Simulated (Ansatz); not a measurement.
How methods differ on Si2H4 (SMILES [SiH][SiH3])

Si2H4: 6 atoms, total charge 0, spin state triplet. SMILES: `[SiH][SiH3]`. The shape is that of a GFN2-xTB optimisation.

```xyz
6

Si    0.3227   -1.5759    0.2873
Si   -0.3001    0.5233   -0.2457
H     1.4279   -2.0178    1.1558
H    -1.4565    0.3761   -1.1360
H     0.7149    1.3253   -0.9511
H    -0.7089    1.3690    0.8897
```

Quantity: the energy change with the Si1–Si2 bond stretched from 2.254 to 4.507 Å, in eV. The values are calculated.

```csv
level,kind,program,value (eV),less FCI/STO-3G,CPU time (all runs)
UBLYP/STO-3G,GGA,Ansatz,2.98,+0.12,16 s
U-r2SCAN/STO-3G,meta-GGA,Ansatz,3.42,+0.56,29 s
UBHLYP/STO-3G,global hybrid,Ansatz,2.97,+0.11,4.8 s
UB2PLYP/STO-3G,double hybrid,Ansatz,2.94,+0.08,5.5 s
UMP2/STO-3G,perturbation theory,Ansatz,2.90,+0.04,0.34 s
UCCSD(T)/STO-3G,coupled cluster or CI,Ansatz,2.85,-0.01,0.52 s
UCCSD/STO-3G,coupled cluster or CI,Ansatz,2.84,-0.02,0.49 s
UCCSDTQ/STO-3G,coupled cluster or CI,Ansatz,2.86,0.00,69 s
FCI/STO-3G,exact in the basis,Ansatz,2.86,0.00,7.2 s
```

FCI/STO-3G is exact within its basis and frozen core, so for wave-function methods in that basis the difference is their error; functionals converge differently with the basis, so for them it is only a difference. The first shape isn't each level's own minimum. The values span 2.84 to 3.42 eV. All rows use very small basis sets, so even the best lies far from the true value. Times are those of the runs behind each value, whatever else they computed, on shared processors of several kinds: orders of magnitude only.
